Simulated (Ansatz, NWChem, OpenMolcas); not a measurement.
# NH (imidogen): methods side by side

NH has 2 atoms, charge 0, and is taken as a triplet. SMILES: `[NH]`. Geometry: the measured bond length.

```xyz
2

N     0.0000    0.0000    0.0000
H     0.0000    0.0000    1.0362
```

Each level gives the dipole moment (D). The values are calculated.

```csv
level,kind,program,value (D),CPU time
USPW92/aug-cc-pVTZ,LDA,Ansatz,1.53,0.35 s
USlater/aug-cc-pVTZ,LDA,OpenMolcas,1.52,4.1 s
UBLYP/aug-cc-pVTZ,GGA,OpenMolcas,1.48,13 s
UBP86/aug-cc-pVTZ,GGA,NWChem,1.49,4.4 s
UM06-L/aug-cc-pVTZ,meta-GGA,NWChem,1.52,15 s
UB3LYP/aug-cc-pVTZ,global hybrid,NWChem,1.52,11 s
UM06-2X/aug-cc-pVTZ,hybrid meta-GGA,NWChem,?,17 s
UPBE0/aug-cc-pVTZ,global hybrid,OpenMolcas,1.53,13 s
```

**Question.** Estimate what the levels marked ? give.

**Answer.** As computed at these levels: UM06-2X/aug-cc-pVTZ: 1.55 D. The values span 1.48 to 1.55 D. CPU times are rough (shared hosts, several kinds of processor): they show what a rung costs within a factor of a few.
